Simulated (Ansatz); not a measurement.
Relaxation of CH$_{6}$BCl (9 atoms, charge 0, multiplicity 1), to a largest force component of 0.03 eV/Å in at most 50 steps.

Computed with Ansatz, RKS PBE/def2-TZVP.

```xyz
9
Properties=species:S:1:pos:R:3:forces:R:3
B -0.610 0.189 -1.455 0.92 0.45 -0.68
Cl 0.804 1.068 -2.194 -0.99 -0.52 0.38
H -0.665 -0.992 -1.648 0.03 0.07 0.05
H -1.460 0.837 -0.927 0.01 0.08 0.03
H 0.675 0.054 0.236 0.10 0.09 -0.32
C 0.377 -0.220 1.245 -0.06 -0.16 0.50
H 0.174 0.692 1.817 0.00 0.00 0.00
H 1.219 -0.767 1.688 -0.03 -0.01 0.05
H -0.513 -0.860 1.236 0.01 0.00 -0.02
```

Problem. Where does it end, and by what steps?

Solution. It converged. The force dipped under the threshold on the way, but the program's further checks kept it going. After 11 steps the energy has fallen by 0.133 eV; H5 moved furthest, 0.71 Å.

```json
{"step": "0", "energy less start (eV)": "0.0000", "largest force component (eV/Å)": "0.989", "accepted": "yes"}
{"step": "1", "energy less start (eV)": "-0.0687", "largest force component (eV/Å)": "0.676", "accepted": "yes"}
{"step": "2", "energy less start (eV)": "-0.0936", "largest force component (eV/Å)": "0.456", "accepted": "yes"}
{"step": "3", "energy less start (eV)": "-0.1164", "largest force component (eV/Å)": "0.344", "accepted": "yes"}
{"step": "4", "energy less start (eV)": "-0.1214", "largest force component (eV/Å)": "0.335", "accepted": "yes"}
{"step": "5", "energy less start (eV)": "-0.1264", "largest force component (eV/Å)": "0.250", "accepted": "yes"}
{"step": "6", "energy less start (eV)": "-0.1318", "largest force component (eV/Å)": "0.033", "accepted": "yes"}
{"step": "7", "energy less start (eV)": "-0.1320", "largest force component (eV/Å)": "0.020", "accepted": "yes"}
{"step": "8", "energy less start (eV)": "-0.1283", "largest force component (eV/Å)": "0.225", "accepted": "no"}
{"step": "9", "energy less start (eV)": "-0.1323", "largest force component (eV/Å)": "0.021", "accepted": "yes"}
{"step": "10", "energy less start (eV)": "-0.1302", "largest force component (eV/Å)": "0.147", "accepted": "no"}
{"step": "11", "energy less start (eV)": "-0.1326", "largest force component (eV/Å)": "0.020", "accepted": "yes"}
```

```xyz
9
Properties=species:S:1:pos:R:3
B -0.779 0.267 -1.806
Cl 0.508 1.136 -2.596
H -0.800 -0.925 -1.914
H -1.592 0.899 -1.196
H 1.224 -0.042 0.682
C 0.532 -0.274 1.502
H 0.190 0.657 1.968
H 1.050 -0.890 2.247
H -0.333 -0.828 1.114
```

Whether the end is a true minimum wasn't checked by a vibrational analysis.

Run time: 18 s on 4 threads of Arm Neoverse N1 (shared host), peak memory 0.21 GiB.
